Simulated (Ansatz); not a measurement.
# AlNH2 (quintet): wave-function methods side by side, cc-pVTZ

How much of the correlation energy of AlNH2 (quintet) does each wave-function method recover here?

The runs use Ansatz 0.2.0, Gaussian basis; cc-pVTZ, core rule «outside noble gas», up to 6 orbitals frozen.

To be run: UHF; CCSD(T) on ROHF; CCSD(T) on UHF; BCCD(T) on ROHF; CCSDT(Q) on ROHF; CCSDT(Q) on UHF.

16 further runs of the same task are left out: 10 for a known fault of the program, 6 set aside as unsound or not needed.

## (1) The system

The geometry is a PBE0/def2-TZVP stationary point (not a proven minimum) of the parent state, kept for this charge and spin.

4 atoms, charge 0, spin multiplicity 5.

Atoms are counted from 1 here; the program's logs count them from 0.

Bond lengths: Al1–N2 1.771 Å, N2–H3 1.007 Å, N2–H4 1.007 Å. Angles: Al1–N2–H3 124.1°, Al1–N2–H4 124.1°, H3–N2–H4 111.7°.

## (2) UHF

Contents of in.yaml:

```yaml
crystal:
  periodic: [false, false, false]
  atoms:
    - {symbol: Al, position_ang: [0.000000, 0.000000, 0.686473]}
    - {symbol: N, position_ang: [0.000000, 0.000000, -1.084932]}
    - {symbol: H, position_ang: [0.000000, 0.833405, -1.649784]}
    - {symbol: H, position_ang: [0.000000, -0.833405, -1.649784]}
basis:
  gaussian: {orbitals: cc-pVTZ}
magnetization: {spin_polarized: true, initial_magnetization: 4}
hamiltonian: {xc: hf}
output: {orbitals: {seedname: orbitals}}
```

Started as:

```bash
ansatz run in.yaml --threads 1 --pin off --events-out ev --progress --plain --max-ram 2816MiB --backend cpu
```

The runs that follow: CCSD(T) on ROHF; CCSD(T) on UHF; BCCD(T) on ROHF; CCSDT(Q) on ROHF; CCSDT(Q) on UHF.

**Question.** What will the summary of the whole plan be? Wanted: UCCSDT(Q) below the RHF energy; RMP2 from UCCSDT(Q); UMP2 from UCCSDT(Q); RCCSD from UCCSDT(Q); RCCSD(T) from UCCSDT(Q); UCCSD(T) from UCCSDT(Q); RCCSDT(Q) from UCCSDT(Q); T1 diagnostic.

**Answer**, as computed:

```
                         quantity                                                   value
   UCCSDT(Q) below the RHF energy                                              -6.4216 eV
              RMP2 from UCCSDT(Q)                                              +813.5 meV
              UMP2 from UCCSDT(Q)                                              +827.0 meV
             RCCSD from UCCSDT(Q)                                              +203.7 meV
          RCCSD(T) from UCCSDT(Q)                                               +25.3 meV
          UCCSD(T) from UCCSDT(Q)                                               +22.7 meV
         RCCSDT(Q) from UCCSDT(Q)                                                +3.3 meV
levels within 1 kcal/mol (43 meV)  RCCSD(T), UCCSD(T), BCCD(T), RCCSDT, UCCSDT, RCCSDT(Q)
                    T1 diagnostic                                                   0.014
```

In words: RCCSD(T) lands +25.3 meV from the yardstick (0.4 % of the correlation energy). These misses are within one basis, not against nature; the frozen cores of restricted and unrestricted runs differ, which can shift their rows.
